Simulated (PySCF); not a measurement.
COS, SMILES O=C=S. Atoms are numbered in the order given.

```xyz
3

O      0.0000     0.0000    -1.6805
C      0.0000     0.0000    -0.5250
S      0.0000     0.0000     1.0371
```

The structure is a stationary point at B3LYP-D3(BJ)/def2-TZVP.

Method: PBE/pcSseg-2 in PySCF.

GIAO shieldings, no solvent; atoms alike by connectivity are averaged. δ = σ(ref) − σ: ¹⁷O against H2O (σ = 327.5 ppm); ¹³C against TMS (σ = 181.4 ppm); ³³S against H2S (σ = 705.0 ppm), references at their B3LYP-D3(BJ)/def2-TZVP geometries, non-relativistic.

| nucleus | atoms | count | δ (ppm) |
|---|---|---|---|
| ¹⁷O | O1 | 1 | 255.4 |
| ¹³C | C2 | 1 | 158.4 |
| ³³S | S3 | 1 | -63.8 |
